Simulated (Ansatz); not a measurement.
# FH6PSi: the cost of one run

Program: Ansatz 0.2.0. Level of theory: RKS PBE0/def2-SVP. These are calculated values, not measurements.

### 1 The system as given

Bond lengths: Si1–F2 1.940 Å, Si1–H3 1.460 Å, Si1–H4 1.459 Å, Si1–H5 1.459 Å, Si1–P6 2.480 Å, P6–H7 1.420 Å, P6–H8 1.420 Å, P6–H9 1.610 Å. Angles (14 of 16 angles, heavy atoms first): F2–Si1–P6 71.6°, F2–Si1–H3 109.5°, F2–Si1–H4 109.5°, F2–Si1–H5 109.5°, H3–Si1–P6 178.9°, H4–Si1–P6 70.0°, H5–Si1–P6 70.0°, Si1–P6–H7 109.5°, Si1–P6–H8 109.5°, Si1–P6–H9 60.7°, H3–Si1–H4 109.5°, H3–Si1–H5 109.5°, H4–Si1–H5 109.5°, H7–P6–H8 109.4°.

Structure file:

```xyz
9

Si    0.0000    0.0000    0.0000
F     0.0000    0.0000    1.9400
H     1.3768    0.0000   -0.4862
H    -0.6877    1.1914   -0.4862
H    -0.6877   -1.1914   -0.4862
P    -2.3535    0.0000    0.7820
H    -3.1199   -0.8853   -0.0213
H    -2.4033   -0.4268    2.1354
H    -1.1633    0.0000    1.8666
```

### 2 A restrained relaxation towards end A

Springs on the bonds that form and break draw the guess towards this end; the thresholds are loose.

File input.yaml:

```yaml
crystal:
  periodic: [false, false, false]
  atoms:
    - { symbol: Si, position_ang: [0.0, 0.0, 0.0] }
    - { symbol: F, position_ang: [0.0, 0.0, 1.94] }
    - { symbol: H, position_ang: [1.3768, 0.0, -0.4862] }
    - { symbol: H, position_ang: [-0.6877, 1.1914, -0.4862] }
    - { symbol: H, position_ang: [-0.6877, -1.1914, -0.4862] }
    - { symbol: P, position_ang: [-2.3535, 0.0, 0.782] }
    - { symbol: H, position_ang: [-3.1199, -0.8853, -0.0213] }
    - { symbol: H, position_ang: [-2.4033, -0.4268, 2.1354] }
    - { symbol: H, position_ang: [-1.1633, 0.0, 1.8666] }
basis:
  gaussian: { orbitals: def2-SVP }
hamiltonian:
  xc: pbe0
relax:
  f_tol: 0.15
  max_steps: 25
  restrain:
    - { distance: [0, 5], at: 3.38, k: 30.0 }
    - { distance: [8, 1], at: 2.12, k: 30.0 }
    - { distance: [0, 1], at: 1.59, k: 30.0 }
    - { distance: [8, 5], at: 1.42, k: 30.0 }
output:
  orbitals: {}
```

Run with:

```sh
$ ansatz run input.yaml --threads 1 --pin off --max-ram 2048MiB --backend cpu --events-out ev --progress --plain --runs-dir out
```

**Question.** How long does this run take on 1 thread of Arm Neoverse N1, shared host, and how much memory does it need?

About 49 s, with a peak of 0.15 GiB.
